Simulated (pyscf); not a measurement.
Optimised with ωB97X-D3(BJ)/def2-SVP in PySCF. Correlated levels are frozen-core, on RHF or UHF. ΔMP2 is the change of the MP2 total energy from the triple- to the quadruple-zeta basis.

SMILES: Br[SiH2]Br
```xyz
5

Br     0.6957     0.3838     0.7532
Si    -1.2962    -0.3802     0.1890
Br    -1.0864    -2.1555    -1.1051
H     -2.0100     0.6737    -0.5661
H     -2.0174    -0.7749     1.4197
```

Question: List the bond dissociation enthalpies at 298 K of Br–SiH₂–Br (SMILES Br[SiH2]Br) from CCSD(T)/def2-TZVPP + ΔMP2(QZVPP), from the weakest bond up.

Answer: H–Si to Br–SiH•–Br + H•: 90.3 kcal/mol; Br–Si to Br• + •H₂Si–Br: 96.2 kcal/mol. Ring and multiple bonds, and those that leave no two simple radicals, are not listed. The CCSD(T) − MP2 part came from Ansatz, without density fitting, on the same reference. The frozen core leaves the outer d or s,p core shells of the metals and heavy elements correlated in the MP2 and CC values, and def2-TZVPP describes them poorly, which can shift differences by a few kcal/mol. Left out: the spin-orbit lowering of Br, which is large for Br, Se, Te and I. Elements up to Kr have no core potential and no relativistic terms here.
